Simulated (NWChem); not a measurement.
The numbers come from NWChem runs, not from measurements. System: O₂, charge 1, spin multiplicity 4, at the geometry of a parent with another charge or spin, in a state set for the comparison that need not be this species' ground state. Its SCF solution wasn't tested for a lower state. Level: ROCCSD(T)/def2-TZVP, 2 core orbitals frozen.

The NWChem input:

```
start mol
memory heap 100 mb stack 700 mb global 1900 mb
charge 1
geometry units angstroms nocenter noautoz
  O      0.000000     0.000000     0.553488
  O      0.000000     0.000000    -0.553488
  symmetry group D2h
end
basis spherical
  * library def2-tzvp
end
scf
  rohf
  nopen 3
  maxiter 100
  thresh 1e-7
  semidirect memsize 60000000 filesize 0
  # guess.movecs holds the orbitals of an unrestricted PBE0 run
  vectors input guess.movecs swap 5 7 output mol.movecs
end
tce
  freeze core 2
  ccsd(t)
  2eorb
  2emet 13
  thresh 1e-6
  maxiter 100
  tilesize 24
end
task tce energy
```

Output (cleaned and shortened):

```
             Northwest Computational Chemistry Package (NWChem) 7.3.0
             --------------------------------------------------------

                                NWChem Input Module
                                -------------------

 Scaling coordinates for geometry "geometry" by  1.889725989
 (inverse scale =  0.529177249)

 Turning off AUTOSYM since
 SYMMETRY directive was detected!

                             Geometry "geometry" -> ""
                             -------------------------

 Output coordinates in angstroms (scale by  1.889725989 to convert to a.u.)

  No.       Tag          Charge          X              Y              Z
 ---- ---------------- ---------- -------------- -------------- --------------
    1 O                    8.0000     0.00000000     0.00000000     0.55348800
    2 O                    8.0000     0.00000000     0.00000000    -0.55348800

 Effective nuclear repulsion energy (a.u.)      30.5944699216

            Nuclear Dipole moment (a.u.)
            ----------------------------
        X                 Y               Z
 ---------------- ---------------- ----------------
     0.0000000000     0.0000000000     0.0000000000

      Symmetry information
      --------------------

 Group name             D2h
 Group number             26
 Group order               8
 No. of unique centers     1

      Symmetry unique atoms

     1


 Summary of "ao basis" -> "" (spherical)
 ------------------------------------------------------------------------------
       Tag                 Description            Shells   Functions and Types
 ---------------- ------------------------------  ------  ---------------------
 *                         def2-tzvp                  on all atoms

 Summary of "ao basis" -> "ao basis" (spherical)
 ------------------------------------------------------------------------------
       Tag                 Description            Shells   Functions and Types
 ---------------- ------------------------------  ------  ---------------------
 O                         def2-tzvp                11       31   5s3p2d1f
[...]
      Beta frozen virtuals :     0
         Spin multiplicity : quartet
    Number of AO functions :    62
       Number of AO shells :    22
        Use of symmetry is : on
      Symmetry adaption is : on
         Schwarz screening : 0.10D-09

          Correlation Information
          -----------------------
          Calculation type : Coupled-cluster singles & doubles w/ perturbation
   Perturbative correction : (T)
            Max iterations :      100
        Residual threshold : 0.10D-05
     T(0) DIIS level shift : 0.00D+00
     L(0) DIIS level shift : 0.00D+00
     T(1) DIIS level shift : 0.00D+00
     L(1) DIIS level shift : 0.00D+00
     T(R) DIIS level shift : 0.00D+00
     T(I) DIIS level shift : 0.00D+00
   CC-T/L Amplitude update :  5-th order DIIS
                I/O scheme : Global Array Library
        L-threshold :  0.10D-05
        EOM-threshold :  0.10D-05
 no EOMCCSD initial starts read in
 TCE RESTART OPTIONS
 SLICE:      F
 D4D5:       F
 quantumc:   F
 qrotation:  F
 pwtce:      F
 qducc:      F
 nacto:                         0
 nrotv:                         0
 nrot:                          0

            Memory Information
            ------------------
          Available GA space size is     249029112 doubles
          Available MA space size is     104854420 doubles

 Maximum block size supplied by input
 Maximum block size        24 doubles

 tile_dim =     12

 -------------------------------------------------

 Global array virtual files algorithm will be used

 Parallel file system coherency ......... OK

 4-electron integrals stored in orbital form

 v2    file size   =           348212
 4-index algorithm nr.  13 is used
 imaxsize =       30
 imaxsize ichop =        0


CCSD iterations
 ---------------------------------------------------------
 Iter          Residuum       Correlation     Cpu    Wall
 ---------------------------------------------------------
    1   0.3748810899811  -0.4662208273392     2.0     2.0
    2   0.1702622011922  -0.3757384260403     2.1     2.1
    3   0.1123310989233  -0.4372901881251     2.0     2.0
    4   0.0628188136636  -0.4035518157813     2.0     2.0
    5   0.0398611709810  -0.4242620672540     2.2     2.2
    6   0.0017122090843  -0.4167757387955     2.2     2.2
    7   0.0007375748694  -0.4167215383150     2.1     2.1
    8   0.0003530352894  -0.4167213382368     2.1     2.1
    9   0.0001787203030  -0.4167129614433     2.2     2.2
   10   0.0000932372682  -0.4167193356195     2.2     2.2
   11   0.0000169027871  -0.4167188529852     2.1     2.1
   12   0.0000073002336  -0.4167156217560     2.2     2.2
   13   0.0000041874029  -0.4167178108432     2.1     2.1
   14   0.0000023552030  -0.4167166355337     2.1     2.1
   15   0.0000014243701  -0.4167173692873     2.2     2.2
   16   0.0000001722091  -0.4167171132033     2.1     2.1
 -----------------------------------------------------------------
 Iterations converged
 CCSD correlation energy / hartree =        -0.416717113203275
 CCSD total energy / hartree       =      -149.416349369391583

 Singles contributions

 Doubles contributions
 CCSD(T)
 Using plain CCSD(T) code
             total no. of tasks        12127
 total no. of tasks / no. procs        12127
                         wl_min            1           1.0
                         wl_max         1728           3.5
        thresh for no. of tasks        12127

 CCSD[T]  correction energy / hartree =        -0.017891210372066
 CCSD[T] correlation energy / hartree =        -0.434608323575341
 CCSD[T] total energy / hartree       =      -149.434240579763639
 CCSD(T)  correction energy / hartree =        -0.018048894814692
 CCSD(T) correlation energy / hartree =        -0.434766008017967
 CCSD(T) total energy / hartree       =      -149.434398264206266

 Task  times  cpu:       43.7s     wall:       43.7s

 Total times  cpu:       43.7s     wall:       43.7s
```
